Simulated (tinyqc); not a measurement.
Worked calculation: CID on RHF in the sto-3g basis, frozen core, for HF, spin multiplicity 1. One step of it, computed by the program tinyqc.

Task: CID: roots. Diagonalise (each vector has its largest component positive (the first on a tie)); all determinants have Ms = 0, so triplets appear too. The lowest singlet root is the correlation energy.

Occupation strings over the orbitals (2 doubly, a alpha, b beta, 0 empty; spin orbitals ordered 1a 1b 2a 2b ...): 222220 222202 222022 220222 2ab222 2ba222 202222

H - E(HF) between determinants (hartree):
```
,222220,222202,222022,220222,2ab222,2ba222,202222
222220,0.000000,0.032754,0.032754,0.149197,-0.062487,0.062487,0.101935
222202,0.032754,1.537671,0.053770,0.055285,0.048265,-0.048265,0.176035
222022,0.032754,0.053770,1.537671,0.055285,0.048265,-0.048265,0.176035
220222,0.149197,0.055285,0.055285,1.841808,0.165355,-0.165355,0.158013
2ab222,-0.062487,0.048265,0.048265,0.165355,2.576485,-0.158013,0.093810
2ba222,0.062487,-0.048265,-0.048265,-0.165355,-0.158013,2.576485,-0.093810
202222,0.101935,0.176035,0.176035,0.158013,0.093810,-0.093810,3.443910
```

Give: lowest roots of this matrix, relative to E(HF); lowest vectors; <S^2> of these roots; weight of the ground state by excitation level 0, 1, 2, ....

Result:

lowest roots of this matrix, relative to E(HF) (hartree): -0.0196  1.4839  1.5460  1.7949  2.4185  2.7569  3.5333

lowest vectors:
```
,root 1,root 2,root 3,root 4
222220,0.9952,0.0000,0.0066,0.0886
222202,-0.0164,0.7071,0.6911,0.1081
222022,-0.0164,-0.7071,0.6911,0.1081
220222,-0.0818,0.0000,-0.1771,0.9517
2ab222,0.0289,0.0000,-0.0223,-0.1626
2ba222,-0.0289,0.0000,0.0223,0.1626
202222,-0.0255,0.0000,-0.1116,-0.1013
```

<S^2> of these roots: 0.0000  0.0000  0.0000  0.0000  2.0000  0.0000  0.0000

weight of the ground state by excitation level 0, 1, 2, ...: 0.9905  0.0000  0.0095
